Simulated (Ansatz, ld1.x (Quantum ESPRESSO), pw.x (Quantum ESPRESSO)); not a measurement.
# Ta: does the TM potential hold in the solid?

Ta (Z = 73), norm-conserving Troullier–Martins (Kleinman–Bylander form), made with ld1.x (Quantum ESPRESSO) 7.5 (LDA (PW92), scalar-relativistic). Core [Xe] 4f14, reference 5d3 6s2 6p0. Waves: 6p (bound, empty): rc 4.20 bohr; 5d (bound): rc 2.25 bohr; 6s (bound): rc 2.95 bohr. Local part: the s channel. Core correction: Bessel-smoothed model core, default radius (core density twice the valence density).

Atomic tests: cutoffs needed: 30 Ry and 35 Ry (the cutoffs (Ry, on a coarse ladder) from which the occupation-weighted sum of valence levels, in a spherical-Bessel basis at the reference potential, stays within 10 and 1 mRy of its value at 400 Ry); ghost test: no extra level below or beside the all-electron valence levels (p, d, s, f tested) (spherical-Bessel basis up to 400 Ry, 20 bohr box); largest excitation error: -226 meV (all-electron minus pseudo) for 5d2 6s0 6p0, out of 7 test configurations.

Crystal test: bcc Ta in pw.x 7.5, no spin, 14³ k-points, Fermi–Dirac smearing 0.01 Ry, cutoffs 50/200 Ry. The reference is all-electron LAPW (Ansatz 0.2.0) with the same functional, mesh and smearing; V0 and B0 come from Birch–Murnaghan fits to the pressures at five volumes. Errors are pseudo minus all-electron; Δ is the rms difference of the E(V) curves that follow from these fits, minima aligned, over ±6 % about the mean V0. Mesh and smearing are coarse, so the numbers serve the comparison and aren't converged zero-temperature values; the lattice is a test structure that the element need not adopt.

```tsv
V (Å³/atom)	P all-electron (GPa)	P pseudo (GPa)
16.272	13.97	21.43
16.700	7.30	13.99
17.128	1.38	7.39
17.556	-3.88	1.54
17.984	-8.54	-3.65
```

All-electron: a0 = 3.255 Å (V0 = 17.24 Å³/atom), B0 = 217.7 GPa.

Pseudopotential: mean pressure error (GPa): +6.09; a0 (Å): 3.282; a0 error (%): +0.85; B0 error (%): +1.0; Δ (meV/atom): 21.3. The largest radius (4.20 bohr) exceeds half the bond length (2.66 bohr), so the spheres overlap, which is one possible source of error among others. This is a poor potential for the solid.

Task: At the middle volume, how do free energy and pressure move when the wave cutoff is lowered (ecutrho kept at four times it)?

Result:

| cutoff (Ry) | shift of F (meV/atom) | shift of P (GPa) |
| --- | --- | --- |
| 22 | +383.5 | -17.07 |
| 30 | +10.4 | -0.88 |
| 40 | +1.3 | +0.03 |

Input at the middle volume:

```
&control
  calculation='scf', prefix='x', pseudo_dir='./', outdir='./tmp', tstress=.true., disk_io='none'
/
&system
  ibrav=0, nat=1, ntyp=1, ecutwfc=50, ecutrho=200, nbnd=9,
  occupations='smearing', smearing='fd', degauss=0.01
/
&electrons
  conv_thr=1e-09, mixing_beta=0.4, electron_maxstep=70
/
ATOMIC_SPECIES
Ta 1.0 Ta.UPF
CELL_PARAMETERS angstrom
  -1.62386113 1.62386113 1.62386113
  1.62386113 -1.62386113 1.62386113
  1.62386113 1.62386113 -1.62386113
ATOMIC_POSITIONS crystal
Ta 0.0000 0.0000 0.0000
K_POINTS automatic
14 14 14 0 0 0
```

```bash
pw.x < Ta.scf.in > Ta.scf.out
```

Lines of the output:

```
Message from routine setup:
     using ibrav=0 with symmetry is DISCOURAGED, use correct ibrav instead
     lattice parameter (alat)  =       5.3151  a.u.
     unit-cell volume          =     115.5855 (a.u.)^3
     number of electrons       =         5.00
     number of Kohn-Sham states=            9
     kinetic-energy cutoff     =      50.0000  Ry
     charge density cutoff     =     200.0000  Ry
     scf convergence threshold =      1.0E-09
     Exchange-correlation= PW
     number of k points=   104  Fermi-Dirac smearing, width (Ry)=  0.0100
     iteration #  1     ecut=    50.00 Ry     beta= 0.40
     total energy              =     -31.34024366 Ry
     estimated scf accuracy    <       0.01519374 Ry
     iteration #  2     ecut=    50.00 Ry     beta= 0.40
     total energy              =     -31.33905415 Ry
     estimated scf accuracy    <       0.00314183 Ry
     iteration #  3     ecut=    50.00 Ry     beta= 0.40
     total energy              =     -31.33953123 Ry
     estimated scf accuracy    <       0.00004326 Ry
     iteration #  4     ecut=    50.00 Ry     beta= 0.40
     total energy              =     -31.33953415 Ry
     estimated scf accuracy    <       0.00000691 Ry
     iteration #  5     ecut=    50.00 Ry     beta= 0.40
     total energy              =     -31.33953536 Ry
     estimated scf accuracy    <       0.00000007 Ry
     iteration #  6     ecut=    50.00 Ry     beta= 0.40
     total energy              =     -31.33953538 Ry
     estimated scf accuracy    <       0.00000001 Ry
     iteration #  7     ecut=    50.00 Ry     beta= 0.40
     total energy              =     -31.33953538 Ry
     estimated scf accuracy    <          1.2E-09 Ry
     iteration #  8     ecut=    50.00 Ry     beta= 0.40
     the Fermi energy is    12.4219 ev
!    total energy              =     -31.33953538 Ry
     estimated scf accuracy    <          1.9E-11 Ry
     smearing contrib. (-TS)   =      -0.00514718 Ry
     The total energy is F=E-TS. E is the sum of the following terms:
     one-electron contribution =       8.92930800 Ry
     hartree contribution      =       0.04370709 Ry
     xc contribution           =     -25.48317218 Ry
     ewald contribution        =     -14.82423111 Ry
     convergence has been achieved in   8 iterations
          total   stress  (Ry/bohr**3)                   (kbar)     P=       73.92
     Message from routine punch:
     Nothing written, as per user request (disk_io='none')
```

The run at the middle volume (104 k-points, 8 iterations) took about 5.6 s on one core of a shared host (Neoverse-V2, 96 threads, 742 GiB, load 44).
